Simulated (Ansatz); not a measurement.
# The fluorine atom (doublet): from Hartree-Fock to the top rungs, 6-31++G**

Aim: climb from Hartree-Fock through coupled cluster and multireference methods for the fluorine atom (doublet) at one geometry and basis, and see what each rung misses.

Program: Ansatz 0.2.0, Gaussian basis. Level of theory: 6-31++G**, core rule «outside noble gas», up to 1 orbitals frozen. These are calculated values, not measurements.

Plan: UHF; CCSD(T) on ROHF; CCSD(T) on UHF; BCCD(T) on ROHF; CISD; CCSDT(Q) on ROHF; CCSDT(Q) on UHF; CISDTQ; CCSDTQ on ROHF; CCSDTQ on UHF; CASSCF and MRCISD+Q, 7 electrons in 4 orbitals; CASSCF and MRCISD+Q(relaxed), 7 electrons in 4 orbitals; CASSCF and NEVPT4(SD), 7 electrons in 4 orbitals; CASSCF and NEVPT2, 7 electrons in 4 orbitals.

## 1. The atom

A free atom, in its lowest state of this spin that the program finds.

1 atom, charge 0, spin multiplicity 2.

## 2. UHF

The input, in.yaml:

```yaml
crystal:
  periodic: [false, false, false]
  atoms:
    - {symbol: F, position_ang: [0.000000, 0.000000, 0.000000]}
basis:
  gaussian: {orbitals: "6-31++G**"}
magnetization: {spin_polarized: true, initial_magnetization: 1}
hamiltonian: {xc: hf}
output: {orbitals: {seedname: orbitals}}
```

Run with:

```bash
$ ansatz run in.yaml --threads 1 --pin off --events-out ev --progress --plain --max-ram 2393MiB
```

The runs that follow: CCSD(T) on ROHF; CCSD(T) on UHF; BCCD(T) on ROHF; CISD; CCSDT(Q) on ROHF; CCSDT(Q) on UHF; CISDTQ; CCSDTQ on ROHF; CCSDTQ on UHF; CASSCF and MRCISD+Q, 7 electrons in 4 orbitals; CASSCF and MRCISD+Q(relaxed), 7 electrons in 4 orbitals; CASSCF and NEVPT4(SD), 7 electrons in 4 orbitals; CASSCF and NEVPT2, 7 electrons in 4 orbitals.

Before running them: what should the planned runs give, taken together? Wanted: UCCSDTQ below the RHF energy; RMP2 from UCCSDTQ; UMP2 from UCCSDTQ; RCCSD from UCCSDTQ; RCCSD(T) from UCCSDTQ; UCCSD(T) from UCCSDTQ; RCCSDT(Q) from UCCSDTQ; UCCSDT(Q) from UCCSDTQ; NEVPT2 valence from UCCSDTQ.

**Answer**, as computed:

```
                         quantity                                                                                                                            value
     UCCSDTQ below the RHF energy                                                                                                                       -3.8889 eV
                RMP2 from UCCSDTQ                                                                                                                     +32.9 kJ/mol
                UMP2 from UCCSDTQ                                                                                                                     +32.7 kJ/mol
               RCCSD from UCCSDTQ                                                                                                                      +5.0 kJ/mol
            RCCSD(T) from UCCSDTQ                                                                                                                      +0.7 kJ/mol
            UCCSD(T) from UCCSDTQ                                                                                                                      +0.6 kJ/mol
           RCCSDT(Q) from UCCSDTQ                                                                                                                      +0.1 kJ/mol
           UCCSDT(Q) from UCCSDTQ                                                                                                                       0.0 kJ/mol
      NEVPT2 valence from UCCSDTQ                                                                                                                     +76.8 kJ/mol
  NEVPT4(SD) valence from UCCSDTQ                                                                                                                      +7.6 kJ/mol
    MRCISD+Q valence from UCCSDTQ                                                                                                                      +0.8 kJ/mol
levels within 1 kcal/mol (43 meV)  RCCSD(T), UCCSD(T), BCCD(T), RCCSDT, UCCSDT, CISDTQ, RCCSDT(Q), UCCSDT(Q), RCCSDTQ, MRCISD+Q valence, MRCISD+Q(relaxed) valence
                    T1 diagnostic                                                                                                                            0.014
   effectively unpaired electrons                                                                                                                             1.00
```

What this shows: RCCSD(T) lands +0.7 kJ/mol from the yardstick (0.2 % of the correlation energy). One determinant dominates. Of the multireference levels listed MRCISD+Q valence comes nearest in total energy (+0.8 kJ/mol), which doesn't show that its space is the better one. These misses are within one basis, not against nature; the frozen cores of restricted and unrestricted runs differ, which can shift their rows.
